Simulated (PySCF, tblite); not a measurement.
# H₂SO₄: bond homolysis, EPR parameters, part 1 of 3

Wanted: bond homolysis, EPR parameters for H₂SO₄ (`O=S(=O)(O)O`).

Programs: tblite 0.8.0 and PySCF 2.14.0, with routines of our own; each step states its level. All values are computed. Atoms count from 0.

### 1 The system as given

7 atoms, charge 0, multiplicity 1; geometry from: start built from the parent or by distance geometry.

### 2 Optimising the geometry with GFN2-xTB

Job settings and geometry (Å):

```
{"job": {"kind": "relax", "xc": "GFN2-xTB", "basis": "xTB"}, "charge": 0, "multiplicity": 1}
O     -1.273900    -0.865500    -1.157100
S     -0.553700    -0.211100    -0.029300
O     -1.400900     0.074700     1.166600
O      0.040000     1.288900    -0.577000
O      0.819800    -1.106300     0.445300
H      0.761000     1.495200     0.088800
H      1.614500    -0.666000     0.008500
```

Command:

```sh
> OMP_NUM_THREADS=1 python redox_run.py task.json out
```

The driver reads the jobs from task.json and runs them one after another.

Log:

```text
step      E/eV     max force
  0    -558.08184    3.843
  1    -558.62816    2.317
  2    -558.80623    1.553
  3    -558.90362    1.128
  4    -558.92663    0.453
  5    -558.94103    0.336
  6    -558.96351    0.729
  7    -558.97509    0.453
  8    -558.99545    0.622
  9    -559.01534    0.655
 10    -559.03653    0.645
 11    -559.05748    0.389
 12    -559.07861    0.510
 13    -559.10334    0.655
 14    -559.03833    1.826
 15    -559.13229    0.623
 16    -559.14289    0.408
 17    -559.15658    0.394
 18    -559.16093    0.357
 19    -559.17747    0.373
 20    -559.18954    0.400
 21    -559.20135    0.382
 22    -559.21298    0.422
 23    -559.22839    0.476
 24    -559.19457    1.623
 25    -559.23631    0.186
 26    -559.23841    0.160
 27    -559.24119    0.160
 28    -559.24204    0.107
 29    -559.24328    0.044
 30    -559.24345    0.049
 31    -559.24376    0.055
 32    -559.24391    0.046
 33    -559.24403    0.028
 34    -559.24409    0.027
 35    -559.24418    0.026
 36    -559.24427    0.027
 37    -559.24434    0.021
 38    -559.24436    0.016
 39    -559.24437    0.013
 40    -559.24438    0.011
 41    -559.24441    0.014
 42    -559.24446    0.019
 43    -559.24452    0.025
 44    -559.24458    0.018
 45    -559.24459    0.006
```

It took 0.15 s on 1 thread of Arm Neoverse V1, shared host.

Along the way: (not every step is listed) (the energy doesn't fall at every step)

```
step  energy from step 0 (eV)  largest force (eV/Å)
   0                   0.0000                3.8431
   1                  -0.5463                2.3171
   2                  -0.7244                1.5528
   3                  -0.8218                1.1285
   4                  -0.8448                0.4532
   5                  -0.8592                0.3362
   6                  -0.8817                0.7293
   7                  -0.8932                0.4530
   8                  -0.9136                0.6224
  11                  -0.9756                0.3893
  14                  -0.9565                1.8261
  17                  -1.0747                0.3935
  20                  -1.1077                0.4002
  23                  -1.1465                0.4762
  26                  -1.1566                0.1602
  29                  -1.1614                0.0444
  32                  -1.1621                0.0461
  35                  -1.1623                0.0258
  38                  -1.1625                0.0161
  40                  -1.1625                0.0108
  41                  -1.1626                0.0139
  42                  -1.1626                0.0189
  43                  -1.1627                0.0252
  44                  -1.1627                0.0177
  45                  -1.1627                0.0059
```

Close pairs (by a distance rule), those that changed most:

```
 bond  before (Å)  after (Å)  change (Å)
S1–O4       1.707      1.585      -0.122
S1–O3       1.704      1.585      -0.118
S1–O2       1.493      1.416      -0.077
O0–S1       1.490      1.416      -0.074
O4–H6       1.008      0.956      -0.052
O3–H5       1.003      0.956      -0.047
```

The final coordinates are the input of the step that follows.

### 3 Vibrational analysis with GFN2-xTB

Job settings and geometry (Å):

```
{"job": {"kind": "ir", "xc": "GFN2-xTB", "basis": "xTB"}, "charge": 0, "multiplicity": 1}
O     -0.904733    -0.835375    -1.123964
S     -0.401757    -0.129791    -0.004174
O     -1.208295     0.149952     1.125371
O      0.211878     1.241387    -0.510293
O      0.907784    -0.875929     0.486539
H      0.177227     1.847079     0.228249
H      1.224563    -1.387514    -0.255884
```

Log:

```text
mode    cm-1     km/mol
  1     239.3     79.79
  2     251.7    111.18
  3     339.6      0.54
  4     386.3      9.33
  5     409.5     40.73
  6     484.2    196.93
  7     492.4    201.20
  8     742.6    112.53
  9     756.6    234.54
 10     860.9    560.24
 11     888.3    205.05
 12    1150.2    383.52
 13    1345.9    563.54
 14    3629.0    127.43
 15    3641.8      3.25
ZPE 93.418  H(298)-E 110.646  G(298)-E 20.047 kJ/mol  S 303.87 J/(mol K)
```

Wall time 0.14 s (1 thread of Arm Neoverse V1, shared host).

Which atoms move in the most intense modes:

```
cm⁻¹  km/mol                               atoms
 484   196.9  O0 22 %, O2 22 %, S1 19 %, O4 17 %
 492   201.2  O0 22 %, O2 22 %, S1 19 %, O3 17 %
 757   234.5  S1 36 %, O4 16 %, O3 16 %, H6 14 %
 861   560.2  H5 24 %, H6 23 %, O3 18 %, O4 18 %
 888   205.1  H6 36 %, H5 36 %, O4 13 %, O3 13 %
1150   383.5           O0 37 %, O2 37 %, S1 26 %
1346   563.5           S1 46 %, O2 27 %, O0 27 %
3629   127.4                    H5 55 %, H6 39 %
```

### 4 Geometry optimisation at PBE0-D3(BJ)/def2-SVP

Settings changed since step 3:

```diff
@@ -1,2 +1,2 @@
-{"job": {"kind": "ir", "xc": "GFN2-xTB", "basis": "xTB"}, "charge": 0, "multiplicity": 1}
+{"job": {"xc": "PBE0", "basis": "def2-SVP", "d3": "d3bj", "grid": 1, "kind": "geom"}, "charge": 0, "multiplicity": 1}
 O     -0.904733    -0.835375    -1.123964
```

Log:

```text
step   0  E = -699.41059479  max force = 0.031025
step   1  E = -699.41357602  max force = 0.005697
step   2  E = -699.41390686  max force = 0.001624
step   3  E = -699.41395769  max force = 0.000612
step   4  E = -699.41402050  max force = 0.001646
step   5  E = -699.41404425  max force = 0.000954
step   6  E = -699.41405562  max force = 0.000183
optimisation converged
```

It took 14 s on 1 thread of Arm Neoverse V1, shared host.

Along the way:

```
step  energy from step 0 (eV)  largest force component (eV/Å)
   0                   0.0000                          1.5954
   1                  -0.0811                          0.2930
   2                  -0.0901                          0.0835
   3                  -0.0915                          0.0315
   4                  -0.0932                          0.0846
   5                  -0.0939                          0.0491
   6                  -0.0942                          0.0094
```

Distances of close pairs at the start and the end, largest changes first:

```
 bond  before (Å)  after (Å)  change (Å)
S1–O3       1.585      1.608      +0.023
S1–O4       1.585      1.608      +0.023
O0–S1       1.416      1.436      +0.020
S1–O2       1.416      1.436      +0.020
O4–H6       0.956      0.970      +0.015
O3–H5       0.956      0.970      +0.015
```

The next job starts from the end point, and lists it.

```
                         at the end point                value
  point group (found at 0.08 Å tolerance)                   C2
rotational constants (GHz, main isotopes)  4.976, 4.896, 4.727
                        dipole moment (D)                 3.12
```

### 5 Harmonic vibrations (H₂SO₄): PBE0-D3(BJ)/def2-SVP

Job settings and geometry (Å):

```
{"job": {"xc": "PBE0", "basis": "def2-SVP", "d3": "d3bj", "grid": 2, "kind": "hessian"}, "charge": 0, "multiplicity": 1}
O     -1.007413    -0.766755    -1.153306
S     -0.448339    -0.140631     0.012216
O     -1.164288     0.088955     1.235901
O      0.160786     1.259123    -0.493135
O      0.885733    -0.934201     0.431075
H      0.304436     1.826669     0.280632
H      1.274124    -1.325145    -0.367413
```

Log:

```text
coarse grid: 7208 points
cycle   1  E = -699.0112548430  dE =  1.623e+00  |g| = 1.281e+00  |ddm| = 3.227e+00
cycle   2  E = -698.5245337552  dE =  4.867e-01  |g| = 2.078e+00  |ddm| = 2.686e+00
cycle   3  E = -699.3045572573  dE = -7.800e-01  |g| = 2.563e-01  |ddm| = 1.809e+00
cycle   4  E = -699.3156910671  dE = -1.113e-02  |g| = 8.288e-02  |ddm| = 2.495e-01
cycle   5  E = -699.3169155088  dE = -1.224e-03  |g| = 1.514e-02  |ddm| = 6.576e-02
cycle   6  E = -699.3169647882  dE = -4.928e-05  |g| = 1.811e-03  |ddm| = 1.609e-02
cycle   7  E = -699.3169653489  dE = -5.607e-07  |g| = 3.652e-04  |ddm| = 1.435e-03
final grid: 67328 points
cycle   8  E = -699.4139855644  dE = -2.421e-05  |g| = 5.899e-03  |ddm| = 2.205e-02
cycle   9  E = -699.4139838536  dE =  1.711e-06  |g| = 6.723e-03  |ddm| = 8.809e-03
cycle  10  E = -699.4139915751  dE = -7.721e-06  |g| = 1.155e-03  |ddm| = 5.176e-03
cycle  11  E = -699.4139918251  dE = -2.500e-07  |g| = 2.807e-04  |ddm| = 1.167e-03
cycle  12  E = -699.4139918375  dE = -1.243e-08  |g| = 1.124e-04  |ddm| = 2.875e-04
cycle  13  E = -699.4139918400  dE = -2.472e-09  |g| = 1.868e-05  |ddm| = 9.802e-05
cycle  14  E = -699.4139918400  dE = -2.842e-11  |g| = 1.305e-05  |ddm| = 2.383e-05
cycle  15  E = -699.4139918400  dE = -3.615e-11  |g| = 9.389e-07  |ddm| = 1.094e-05
converged SCF energy = -699.4139918400

mode    cm-1
  1     251.3
  2     320.5
  3     366.7
  4     431.6
  5     481.4
  6     531.6
  7     538.4
  8     837.1
  9     895.2
 10    1126.0
 11    1145.8
 12    1234.5
 13    1485.7
 14    3816.1
 15    3821.0
ZPE 103.374  H(298)-E 119.398  G(298)-E 30.740 kJ/mol  S 297.36 J/(mol K)
```

It took 51 s on 1 thread of Arm Neoverse V1, shared host; peak memory 1.3 GiB.

Zero-point energy 103.37 kJ/mol (xTB gave 93.42).

### 6 Single point (H2SO4): M06-2X/def2-TZVP

Geometry: PBE0-D3(BJ)/def2-SVP.

Settings changed since step 5:

```diff
@@ -1,2 +1,2 @@
-{"job": {"xc": "PBE0", "basis": "def2-SVP", "d3": "d3bj", "grid": 2, "kind": "hessian"}, "charge": 0, "multiplicity": 1}
+{"job": {"kind": "sp", "xc": "M06-2X", "basis": "def2-TZVP", "grid": 3}, "charge": 0, "multiplicity": 1}
 O     -1.007413    -0.766755    -1.153306
```

Log:

```text
coarse grid: 31984 points
cycle   1  E = -700.0528022475  dE =  1.609e+00  |g| = 1.178e+00  |ddm| = 2.560e+00
cycle   2  E = -699.8617334130  dE =  1.911e-01  |g| = 1.642e+00  |ddm| = 1.503e+00
cycle   3  E = -700.2946137643  dE = -4.329e-01  |g| = 1.378e-01  |ddm| = 8.861e-01
cycle   4  E = -700.2971386143  dE = -2.525e-03  |g| = 6.384e-02  |ddm| = 9.730e-02
cycle   5  E = -700.2977999032  dE = -6.613e-04  |g| = 8.195e-03  |ddm| = 3.399e-02
cycle   6  E = -700.2978127673  dE = -1.286e-05  |g| = 2.114e-03  |ddm| = 7.120e-03
cycle   7  E = -700.2978136022  dE = -8.350e-07  |g| = 3.709e-04  |ddm| = 1.771e-03
final grid: 94824 points
cycle   8  E = -700.2977511699  dE = -4.546e-06  |g| = 8.690e-04  |ddm| = 8.889e-03
cycle   9  E = -700.2977512290  dE = -5.909e-08  |g| = 6.940e-04  |ddm| = 9.232e-04
cycle  10  E = -700.2977512942  dE = -6.519e-08  |g| = 2.193e-04  |ddm| = 4.258e-04
cycle  11  E = -700.2977513020  dE = -7.749e-09  |g| = 7.377e-05  |ddm| = 1.498e-04
converged SCF energy = -700.2977513020
```

Wall time 12 s (1 thread of Arm Neoverse V1, shared host); peak memory 0.58 GiB.

Orbitals, density, ELF and potential are computed afterwards from the orbital file.

Frontier orbitals at M06-2X/def2-TZVP, with the share of their density that lies nearest to each atom:

```
orbital  energy (eV)                                         lies on
   HOMO       -11.39                          O0, O2 about 42 % each
   LUMO         0.64  H5, H6 about 32 % each; O3, O4 about 10 % each
```

ELF in a plane through or near 3 of the atoms.

Ten even steps from '0' (0.00) to '9' (0.99):
```
0000000000000000000000000000
0000000000000000000000000000
0000000000000000000000000000
0000000000000000000000000000
0000000000000000000000000000
0000001222210000122221000000
0000025787642002467875200000
0000047999864114689997400000
0000047999865225689997400000
0000013666566446656664100000
0000000112252662421100000000
0000000000141751410000000000
0000000001253213521000000000
0000000012344334432100000000
0000000012221111222100000000
0000000001110000111000000000
0000000000000000000000000000
0000000000000000000000000000
0000000000000000000000000000
0000000000000000000000000000
```
The map spans 8.6 Å across and 7.5 Å up, centred on the molecule. Atoms in the plane (x, y in Å): S1 (0.0, -0.5), H5 (1.7, 0.8), H6 (-1.7, 0.8).

log10 of the density (e/Å³) in the same plane.

Ten even steps from ' ' (-4.0) to '@' (1.7):
```
                                                        
                                                        
                                                        
              ......::::........::::......              
          ..::::------------------------::::..          
        ..::----==========----==========----::..        
        ::--==++++++++++++====++++++++++++==--::        
      ..::--++**######****++++****######**++--::..      
      ..--==++**######************######**++==--..      
      ..::--==++******####****####******++==--::..      
        ::----==++++****##%%@@##****++++==----::        
        ..::----==++++**##@@@@##**++++==----::..        
        ..::::--==++++**########**++++==--::::..        
          ..::--====++************++====--::..          
          ..::::--====++++++++++++====--::::..          
            ..::----================----::..            
              ..::::----------------::::..              
                ......::::::::::::....                  
                      ............                      
                                                        
```
The map spans 8.6 Å across and 7.5 Å up, centred on the molecule. Atoms in the plane (x, y in Å): S1 (0.0, -0.5), H5 (1.7, 0.8), H6 (-1.7, 0.8).

On the surface of density 0.002 e/bohr³ the electrostatic potential runs, from the 1st to the 99th percentile, from -1.19 V near O0 to 3.53 V near H5.

### 7 Optimising the geometry with GFN2-xTB

This step treats HSO₄ radical, labelled `[O]S(=O)(=O)O` (the label fixes atoms and charge, not where charge and spin sit).

Job settings and geometry (Å):

```
{"job": {"kind": "relax", "xc": "GFN2-xTB", "basis": "xTB"}, "charge": 0, "multiplicity": 2}
O     -0.991200    -0.772900    -1.158600
S     -0.459100    -0.132000    -0.010800
O     -1.146800     0.081300     1.239100
O      0.158300     1.273700    -0.513700
O      0.882500    -0.938000     0.442400
H      1.263100    -1.326900    -0.376200
```

Log:

```text
step      E/eV     max force
  0    -541.92073    4.177
  1    -542.22373    1.787
  2    -542.29056    1.414
  3    -542.31761    0.404
  4    -542.32241    0.225
  5    -542.32752    0.164
  6    -542.32899    0.134
  7    -542.32994    0.088
  8    -542.33032    0.079
  9    -542.33082    0.065
 10    -542.33112    0.045
 11    -542.33129    0.033
 12    -542.33140    0.042
 13    -542.33155    0.052
 14    -542.33171    0.048
 15    -542.33185    0.042
 16    -542.33199    0.048
 17    -542.33219    0.062
 18    -542.33251    0.086
 19    -542.33290    0.086
 20    -542.33325    0.070
 21    -542.33350    0.050
 22    -542.33374    0.061
 23    -542.33413    0.075
 24    -542.33464    0.086
 25    -542.33496    0.157
 26    -542.33519    0.140
 27    -542.33567    0.054
 28    -542.33596    0.046
 29    -542.33632    0.040
 30    -542.33641    0.020
 31    -542.33645    0.025
 32    -542.33646    0.020
 33    -542.33648    0.012
 34    -542.33649    0.006
```

Run time: 0.13 s. Hardware: 1 thread of Arm Neoverse V1, shared host.

Relaxation path: (not every step is listed)

```
step  energy from step 0 (eV)  largest force (eV/Å)
   0                   0.0000                4.1767
   1                  -0.3030                1.7868
   2                  -0.3698                1.4144
   3                  -0.3969                0.4039
   4                  -0.4017                0.2249
   5                  -0.4068                0.1641
   6                  -0.4083                0.1339
   7                  -0.4092                0.0885
   8                  -0.4096                0.0794
  10                  -0.4104                0.0454
  12                  -0.4107                0.0423
  14                  -0.4110                0.0477
  16                  -0.4113                0.0481
  18                  -0.4118                0.0861
  20                  -0.4125                0.0704
  22                  -0.4130                0.0606
  24                  -0.4139                0.0862
  26                  -0.4145                0.1397
  28                  -0.4152                0.0455
  29                  -0.4156                0.0401
  30                  -0.4157                0.0201
  31                  -0.4157                0.0248
  32                  -0.4157                0.0199
  33                  -0.4158                0.0117
  34                  -0.4158                0.0060
```

Close pairs (by a distance rule), those that changed most:

```
 bond  before (Å)  after (Å)  change (Å)
S1–O3       1.616      1.465      -0.150
S1–O4       1.629      1.578      -0.051
O0–S1       1.418      1.465      +0.047
O4–H5       0.983      0.957      -0.026
S1–O2       1.442      1.440      -0.002
```

The end geometry stands in the next job.

(Continued in part 2 of 3.)
